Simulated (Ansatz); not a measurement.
# C2HSi+ (triplet): from Hartree-Fock to the top rungs, def2-QZVPP

The task here is to estimate one member of a computed series from the others.

Computed with Ansatz 0.2.0, Gaussian basis. Level: def2-QZVPP, core rule «outside noble gas», up to 7 orbitals frozen.

Plan: UHF; ROHF; CCSD(T) on UHF.

2 further runs of the same task are left out: 2 set aside as unsound or not needed.

## What is computed

The geometry is a PBE0/def2-TZVP stationary point (not a proven minimum) of the parent state, kept for this charge and spin.

4 atoms, charge 1, spin multiplicity 3.

Atoms are counted from 1 here; the program's logs count them from 0.

Bond lengths: C1–C2 1.222 Å, C1–H4 1.067 Å, C2–Si3 1.799 Å. Angles: C2–C1–H4 180.0°, C1–C2–Si3 180.0°.

As a file:

```xyz
4

C     0.0000    0.0000    0.7942
C     0.0000    0.0000   -0.4278
Si    0.0000    0.0000   -2.2271
H     0.0000    0.0000    1.8608
```

Set-up of the first run:

File in.yaml:

```yaml
crystal:
  periodic: [false, false, false]
  atoms:
    - {symbol: C, position_ang: [0.000000, 0.000000, 0.794175]}
    - {symbol: C, position_ang: [0.000000, 0.000000, -0.427825]}
    - {symbol: Si, position_ang: [0.000000, 0.000000, -2.227125]}
    - {symbol: H, position_ang: [0.000000, 0.000000, 1.860775]}
basis:
  gaussian: {orbitals: "def2-QZVPP.json"}
total_charge: 1
magnetization: {spin_polarized: true, initial_magnetization: 2}
hamiltonian: {xc: hf}
output: {orbitals: {seedname: orbitals}}
```

On the command line:

```console
$ ansatz run in.yaml --threads 1 --pin off --events-out ev --progress --plain --max-ram 2393MiB
```

Steps of the session up to this table: UHF; ROHF; CCSD(T) on UHF.

One of the session's tables, all rows but one given; the rest of the session is left out.

| method | from UCCSD(T) (kJ/mol) |
| --- | --- |
| ROHF | +1040.2 |
| UHF | ? |
| UMP2 | +101.5 |
| UCCSD | +62.2 |
| UCCSD(T) | 0 |

Estimate the missing values for UHF.

As computed: from UCCSD(T) (kJ/mol): +1030.3. In the column «from UCCSD(T) (kJ/mol)» it lies between UMP2 (+101.5) and ROHF (+1040.2).
